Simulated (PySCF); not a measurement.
Stepwise substitution at one centre (Si F-Cl). All species are isolated molecules in the gas phase. Strings in code marks are SMILES.

The numbers are results of PBE-D3(BJ)/def2-TZVP // PBE0-D3(BJ)/def2-TZVP run with PySCF, not measurements. Excitations are Tamm–Dancoff values on a coarser integration grid. The basis has no diffuse functions, so Rydberg states are missing or too high.

| species | LUMO (eV) | HOMO (eV) | S1 oscillator strength | dipole moment (D) | S1 excitation (TDA) (eV) |
|---|---|---|---|---|---|
| 0 of 4 F replaced by Cl | -0.53 | -10.59 | 0.000 | 0.00 | 10.17 |
| 2 of 4 F replaced by Cl (`F[Si](F)(Cl)Cl`) | -0.95 | -8.45 | 0.021 | 0.64 | ___ |
| 3 of 4 F replaced by Cl (`Cl[Si](F)(Cl)Cl`) | -1.29 | ___ | 0.000 | ___ | 7.07 |
| 4 of 4 F replaced by Cl (`Cl[Si](Cl)(Cl)Cl`) | ___ | -8.10 | ___ | 0.00 | 6.67 |

Problem. Fill in the missing entries.

Solution. 
- 2 of 4 F replaced by Cl (`F[Si](F)(Cl)Cl`), S1 excitation (TDA) (eV): 7.74
- 3 of 4 F replaced by Cl (`Cl[Si](F)(Cl)Cl`), HOMO (eV): -8.18
- 3 of 4 F replaced by Cl (`Cl[Si](F)(Cl)Cl`), dipole moment (D): 0.51
- 4 of 4 F replaced by Cl (`Cl[Si](Cl)(Cl)Cl`), LUMO (eV): -1.58
- 4 of 4 F replaced by Cl (`Cl[Si](Cl)(Cl)Cl`), S1 oscillator strength: 0.000
